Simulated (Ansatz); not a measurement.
# Rutile SnO2

These are PBE-D4 in Ansatz (PAW) values and carry that method's errors.

Run with plane-wave cutoff 500 eV, 8×8×12 k mesh (along the axes of the cell as run), gaussian smearing 0.02 eV, scalar-relativistic PAW data made under PBE.

Cell (relaxed at this level):

SnO$_{2}$ is modelled in the tetragonal space group P4₂/mnm (No. 136), the rutile structure, Pearson symbol tP6. Lattice parameters: a = 4.789 Å, b = 4.789 Å, c = 3.228 Å, α = 90.00°, β = 90.00°, γ = 90.00°. Sn on 2a sees 6 O at 2.074–2.080 Å (octahedral). O on 4f is surrounded by 3 Sn at 2.074–2.080 Å (trigonal planar). (Neighbours: up to the widest gap in distance over summed covalent radii, below 1.35, at either atom; cation-cation and far metal-metal contacts left out.)

```json
{
  "band_gap": "0.87 eV (on the SCF k mesh)"
}
```

Measured, for comparison: band gap 3.81 eV (zero-point renormalisation of 215 meV (computed, non-adiabatic AHC, without the lattice-expansion part) added back here to the 1.8 K gap of; inputs from Miglio et al. (2020), arXiv:2011.12765).

Spin–orbit coupling is not included.

The computed numbers hold no vibrational or temperature effects.

Ansatz is a program for electronic structure.
